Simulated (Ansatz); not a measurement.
**PF3 (SMILES FP(F)F): the vertical ionisation energy, rung by rung**

PF3: 4 atoms, total charge 0, spin state singlet. SMILES: `FP(F)F`. The coordinates come from a GFN2-xTB relaxation.

```xyz
4

P    -0.0046    0.0051    0.6423
F     1.3496   -0.0296   -0.2031
F    -0.6485    1.1803   -0.2282
F    -0.6965   -1.1558   -0.2109
```

Each level gives the vertical ionisation energy (to the doublet cation) (eV). The values are calculated.

```csv
level,kind,program,value (eV),less FCI/STO-3G,CPU time (all runs)
SVWN5/STO-3G,LDA,Ansatz,7.26,+0.23,0.79 s
BLYP/STO-3G,GGA,Ansatz,7.06,+0.03,1.4 s
PBE0/STO-3G,global hybrid,Ansatz,7.89,+0.86,1.3 s
r2SCAN0/STO-3G,hybrid meta-GGA,Ansatz,8.12,+1.09,3 s
CAM-B3LYP/STO-3G,range-separated hybrid,Ansatz,7.93,+0.90,1.6 s
wB97X/STO-3G,range-separated hybrid,Ansatz,7.99,+0.96,5.8 s
BCCD(T)/STO-3G,coupled cluster or CI,Ansatz,7.09,+0.06,0.58 s
CCSDT(Q)/STO-3G,coupled cluster or CI,Ansatz,7.02,-0.01,2.1 s
FCI/STO-3G,exact in the basis,Ansatz,7.03,0.00,6.1 s
```

FCI/STO-3G is exact within its basis and frozen core, so for wave-function methods in that basis the difference is their error; functionals converge differently with the basis, so for them it is only a difference. The values span 7.02 to 8.12 eV. All rows use very small basis sets, so none should be taken for the real molecule's value. Times are those of the runs behind each value, whatever else they computed, on shared processors of several kinds: orders of magnitude only.
